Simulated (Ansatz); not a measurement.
**Which is lower?**

Two relaxed structures of CH7Si2 (charge -1), singlet (PBE0-D4/def2-TZVPD; forces vanish, vibrations not checked).

A:

```
10
angstrom
C -1.0283 0.7240 -0.9112
Si -0.1365 -0.6235 0.1036
Si 1.3337 0.3020 1.6878
H -1.7556 0.3105 -1.6167
H -0.2959 1.3081 -1.4773
H -1.5475 1.4133 -0.2387
H 0.3597 -1.5865 -0.9577
H -1.2598 -1.4188 0.7332
H 1.9432 -1.0578 2.0623
H 2.3871 0.6288 0.6146
```

B:

C1  (-0.101, -0.588, 0.169)
Si2  (-0.952, 0.713, -0.820)
Si3  (1.192, 0.276, 1.401)
H4  (-1.803, 0.187, -1.952)
H5  (-0.006, 1.664, -1.480)
H6  (-1.888, 1.537, 0.004)
H7  (0.357, -1.336, -0.487)
H8  (-0.859, -1.097, 0.778)
H9  (1.781, -1.026, 1.982)
H10  (2.313, 0.454, 0.359)
(Å)

Program: Ansatz 0.2.0. Basis: def2-TZVPPD. Cores are frozen in the correlated methods. B3LYP uses VWN-RPA correlation.

Q: Which structure is lower at CCSD(T), and by how much? (Judge from chemistry; the value comes from the calculation.)

A: The calculation gives: A, by 44.1 kJ/mol (electronic energy, against the other). By their contacts, A is CH₇Si₂ ([CH3][SiH2][SiH2]), total charge -1 and B is CH₇Si₂ ([SiH2][CH2][SiH3]), total charge -1.

All methods give the same order:

```
   method  E(B) − E(A) (kJ/mol)
   PBE-D4                  55.8
r2SCAN-D4                  51.6
  PBE0-D4                  53.6
 B3LYP-D4                  45.4
  wB97M-V                  41.3
       HF                  37.2
      MP2                  40.1
     CCSD                  43.1
  CCSD(T)                  44.1
```

The T1 diagnostic stays at or below 0.015.

Labels in which every atom is bracketed show which atoms are joined, not bond orders.

For scale, one of the runs: CCSD(T)/def2-TZVPPD, 252 basis functions, launched by `ansatz run in.yaml --threads 2 --pin off --events-out ev --progress --plain --max-ram 4352MiB`. Hardware: 2 CPU threads of an Intel Xeon Platinum 8175M, shared host. Wall time 8.9 min; peak host memory 2 GiB.
